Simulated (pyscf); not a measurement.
PySCF, gas phase, ωB97X-D3(BJ)/def2-SVP geometries.

### Question
Estimate by transition-state theory the rate constant of •S–Sn(Cl)(Cl)–Cl + hydrogen (H₂) → HS–Sn(Cl)(Cl)–Cl + H atom (H•) (doublet surface; H–H broken, H–S formed) at 1200 K, with ωB97M-D3(BJ)/def2-TZVP energies (ideal gas, 1 atm, RRHO with modes under 100 cm⁻¹ raised to 100, one conformer, R ln 2 for chiral ones without a mode under 150 cm⁻¹; no tunnelling).

### Answer
The electronic barrier is 16.2 kcal/mol and the thermal terms add +27.0, so ΔG‡ = 43.2 kcal/mol. With k_BT/h = 2.50e+13 s⁻¹ and RT = 2.385 kcal/mol, and a volume of 1.64e-19 cm³ per molecule at 1 atm, k = 5.5e-14 cm³ molecule⁻¹ s⁻¹. Wigner's tunnelling factor for 971i cm⁻¹ would be 1.06. A shift of 1 kcal/mol in the barrier changes k by a factor 1.5. One saddle was located; it need not be the lowest between these sides. The angle at the transferred H is 175°. Elements past Kr carry the def2 core potentials, without spin-orbit coupling.
